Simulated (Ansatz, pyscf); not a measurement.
SH• (SMILES [SH]) + OH• (SMILES [OH]) -> H₂S (SMILES S) + O (SMILES [O]) [triplet], a hydrogen abstraction on the triplet surface: H–O broken, H–S formed. Optimised with ωB97X-D3(BJ)/def2-SVP in PySCF. Wave-function energies: Ansatz (a quantum-chemistry and plane-wave program), frozen core, RHF or UHF references. In kcal/mol, from the separated reactants.

Cost: rough CPU time of the saddle's run relative to CCSD(T)/cc-pV(D+d)Z, from one job on a shared machine, with the HF step and its search for lower states.

```
level                      barrier  reaction energy  cost
----------------------  ----------  ---------------  ----
M06-2X/def2-TZVP             16.04           +11.07     –
ωB97X-D3(BJ)/def2-TZVP       15.07           +10.47     –
CCSD(T)/cc-pV(D+d)Z          16.32            +4.63     1
CCSDT(Q)/cc-pV(D+d)Z    (withheld)       (withheld)    13
CCSD(T)/cc-pV(T+d)Z          18.26            +9.16     5
CCSD(T)/cc-pV(Q+d)Z     (withheld)           +10.25     –
```

**Question.** Fill in the missing entries.

**Answer.** 
- CCSDT(Q)/cc-pV(D+d)Z, barrier: 15.83
- CCSDT(Q)/cc-pV(D+d)Z, reaction energy: +4.74
- CCSD(T)/cc-pV(Q+d)Z, barrier: 18.36

In cc-pV(D+d)Z, going from CCSD(T) to CCSDT(Q) shifts the barrier by -0.49 and the reaction energy by +0.11 kcal/mol. With HF in the quadruple-zeta basis and the correlation energy extrapolated as X⁻³ from X = 3, 4, CCSD(T) gives 17.98 and +10.69; adding the double-zeta shift gives ΔE‡ = 17.49 and ΔE = +10.80 kcal/mol, without core correlation, relativity or geometry relaxation at these levels. On the reactant side the descent ends in a bound adduct, 11.85 kcal/mol under the separated species and 26.92 kcal/mol under the saddle at ωB97X-D3(BJ)/def2-TZVP. SH• + OH• also meet on a surface of lower spin, which isn't treated here. One saddle was located; it need not be the lowest between these sides. The angle at the transferred H is 137°. The CCSD(T) − MP2 part came from Ansatz, without density fitting, on the same reference. Left out: the spin-orbit lowering of OH, O, SH.
